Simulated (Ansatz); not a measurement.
Ge, diamond: geometry optimisation

These are results of Ansatz 0.2.0, DFT, BLYP, plane waves (420 eV) with PAW, scalar-relativistic, not measurements. The PAW files were generated under PBE, with cores re-solved for the functional.

k-point mesh 5×5×5, Fermi-Dirac smearing 0.05 eV, no spin polarisation. Cell and atoms relax.

Starting structure:

```yaml
crystal:
  lattice:
    - [0.0, 2.82868, 2.82868]
    - [2.82868, 0.0, 2.82868]
    - [2.82868, 2.82868, 0.0]
  atoms:
    - { symbol: Ge, position: [0.5, 0.5, 0.5] }
    - { symbol: Ge, position: [0.75, 0.75, 0.75] }
hamiltonian:
  xc: blyp
  pseudopotentials:
    kind: paw
    azcp:
      Ge: "pseudopotentials/Ge.paw.azcp"
basis:
  ecutwfc: 420
  fft_grid_basis: typed
kpoints:
  mp_grid: { grid: [5, 5, 5], shift: [0, 0, 0] }
magnetization:
  spin_polarized: false
scf:
  occupations: { method: fermi_dirac, width: 0.05 }
relax:
  max_steps: 60
  f_tol: 0.01
  cell: {}
```

Question: What cell does the relaxation end in?

Answer: Fd-3m with a = 5.894 Å; 25.59 Å³ per atom against 22.63 at the start (13.1 %).

Question: How much energy does the relaxation gain?

Answer: 63.0 meV per atom.
